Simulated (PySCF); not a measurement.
Compound: C2H3Cl3O.
Bonds: O1–C2, C2–C3, C3–Cl4, C3–Cl5, C3–Cl6. Hydrogens: H7 on O1; H8, H9 on C2.

Level of theory: core-valence-separated Tamm–Dancoff BHandHLYP/aug-pcX-1 (pcseg-1 on H, def2-SVPD on Cl) in PySCF, non-relativistic, gas phase, PBE0-D3(BJ)/def2-SVP geometry. The energies are unshifted.

(1) Give energies, oscillator strengths and core holes at the O K edge.

(2) Give energies, oscillator strengths and core holes at the C K edge.

Answers

(1) 
```json
{"E (eV)": "532.86", "f": "0.0188", "core hole on": "O1", "main final orbital": "LUMO+1 (45 %)"}
{"E (eV)": "533.96", "f": "0.0073", "core hole on": "O1", "main final orbital": "LUMO (71 %)"}
{"E (eV)": "534.22", "f": "0.0228", "core hole on": "O1", "main final orbital": "spread"}
{"E (eV)": "534.95", "f": "0.0065", "core hole on": "O1", "main final orbital": "LUMO+2/LUMO+3 (2 roots, f summed)"}
{"E (eV)": "535.49", "f": "0.0039", "core hole on": "O1", "main final orbital": "LUMO+6 (67 %)"}
{"E (eV)": "535.63", "f": "0.0049", "core hole on": "O1", "main final orbital": "LUMO+5 (66 %)"}
```

The first line with a tenth or more of the strongest one's intensity is at 532.86 eV (f = 0.019), with the hole on O1 (alcohol oxygen). The strongest listed is at 534.22 eV (f = 0.023; O1).

(2) 
| E (eV) | f | core hole on | main final orbital |
| --- | --- | --- | --- |
| 287.24 | 0.0760 | C3 | LUMO+2 (39 %) |
| 287.27 | 0.0279 | C2 | LUMO+1 (61 %) |
| 287.39 | 0.0157 | C2 | LUMO (62 %) |
| 287.51 | 0.0788 | C3 | spread |
| 287.80 | 0.0470 | C3 | LUMO (48 %) |
| 287.85 | 0.0237 | C2 | LUMO+2 (38 %) |
| 288.36 | 0.0112 | C2 | LUMO+3 (33 %) |
| 288.75 | 0.0080 | C2 | LUMO+4 (57 %) |
| 288.88 | 0.0183 | C2 | LUMO+6 (50 %) |
| 289.47 | 0.0197 | C2 | spread |
| 290.00 | 0.0078 | C2 | LUMO+5 (51 %) |

The first line with a tenth or more of the strongest one's intensity is at 287.24 eV (f = 0.076), with the hole on C3 (CCl3 carbon). The strongest listed is at 287.51 eV (f = 0.079; C3).

Roots within 0.03 eV whose holes lie on the same, on equivalent or on shared atoms are summed into one line, and the highest roots are left out, as the search may have cut off their partners. Final orbitals are the ground state's empty Kohn–Sham orbitals.

Q: What are the wavelength and the wavenumber of the 533.96 eV line?

A: λ = 12398.42 eV Å/533.96 eV = 23.220 Å; 4.3067 × 10⁶ cm⁻¹.

The ionisation thresholds weren't computed; near and above them a finite basis only mimics Rydberg series and continuum.

The run took 13 s of wall time on one thread of an Arm Neoverse V2, shared host, and the process peaked at 0.81 GiB of memory.

Conformer computed: `[OH:1][CH2:2][C:3]([Cl:4])([Cl:5])[Cl:6]`: O1–C2–C3–Cl4 60°, H–O1–C2–C3 -59°.

One conformer stands for the species.
